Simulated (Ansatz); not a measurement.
**Al2+ (doublet): from Hartree-Fock to the top rungs, def2-TZVPP**

An exercise on one series of results from a longer session: the logs are not shown, and one member is left open.

The runs use Ansatz 0.2.0, Gaussian basis; def2-TZVPP, core rule «outside noble gas», up to 10 orbitals frozen.

To be run: UHF; ROHF; CCSD(T) on UHF.

2 further runs of the same task are left out: 2 set aside as unsound or not needed.

### The geometry

The geometry is a PBE0/def2-TZVP stationary point (not a proven minimum) of the parent state, kept for this charge and spin.

2 atoms, charge 1, spin multiplicity 2.

Atoms are counted from 1 here; the program's logs count them from 0.

No contacts short enough for the rule that draws bonds.

The first run:

File in.yaml:

```yaml
crystal:
  periodic: [false, false, false]
  atoms:
    - {symbol: Al, position_ang: [0.000000, 0.000000, 0.000000]}
    - {symbol: Al, position_ang: [0.000000, 0.000000, 3.031047]}
basis:
  gaussian: {orbitals: def2-TZVPP}
total_charge: 1
magnetization: {spin_polarized: true, initial_magnetization: 1}
hamiltonian: {xc: hf}
output: {orbitals: {seedname: orbitals}}
```

Command:

```
$ ansatz run in.yaml --threads 1 --pin off --events-out ev --progress --plain --max-ram 4096MiB --backend cpu
```

Among the steps run: UHF; ROHF; CCSD(T) on UHF.

One table of the session follows, with a row left open; its other results are not shown here.

```
  method  from UCCSD(T) (meV)
    ROHF              +2910.5
     UHF              +2687.8
    UMP2               +814.3
   UCCSD                    ?
UCCSD(T)                    0
```

**Question.** Estimate the row for UCCSD.

As computed: from UCCSD(T) (meV): +74.2. In the column «from UCCSD(T) (meV)» it lies between UCCSD(T) (0) and UMP2 (+814.3).
